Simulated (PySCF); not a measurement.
Gas-phase reaction: 2 SiHF3 + 3 SiH2 → 4 SiH2F + SiF2

Method: PySCF energies plus ideal-gas RRHO corrections (1 bar). † marks an energy on the PBE0/def2-TZVP geometry and frequencies; other levels use their own. MP2 and CCSD(T) freeze the core. 6-31G* has spherical d functions here. Open shells (unrestricted): SiH2F (multiplicity 2); the rest are closed-shell singlets. SiH2F: computed as isolated molecules; such fragments, hydroxides, amides, oligomers or adducts are transient or little studied in the gas. MP2 isn't extrapolated to the basis-set limit; its ΔH°(298 K) is 199.6 kJ in def2-SVP and 205.8 kJ in def2-TZVPP. CCSD(T) isn't extrapolated to the basis-set limit; its ΔH°(298 K) is 238.6 kJ in def2-SVP and 246.7 kJ in def2-TZVPP. The harmonic model lacks anharmonicity and excited electronic states, which grow with temperature; levels with a mode under 35 cm⁻¹ are left out.

```tsv
level	ΔE electronic, kJ	ΔH°(298 K), kJ	ΔS°(298 K), J/K	ΔG°(2000 K), kJ
BLYP/def2-TZVP†	168	174	78	30
CCSD(T)/def2-SVP†	232	239	78	94
CCSD(T)/def2-TZVPP†	240	247	78	102
HF/6-31G*	155	163	79	20
HF/def2-TZVP†	110	116	78	-28
M06-2X/def2-TZVP†	209	215	78	71
MP2/def2-SVP†	193	200	78	55
PBE/def2-SVP	148	155	77	13
PBE/def2-TZVP†	143	150	78	5
PBE0/def2-QZVP†	153	160	78	15
PBE0/def2-TZVP	157	164	78	19
```
ΔH° is lowest at HF/def2-TZVP† and highest at CCSD(T)/def2-TZVPP†. No reference value is set beside these.
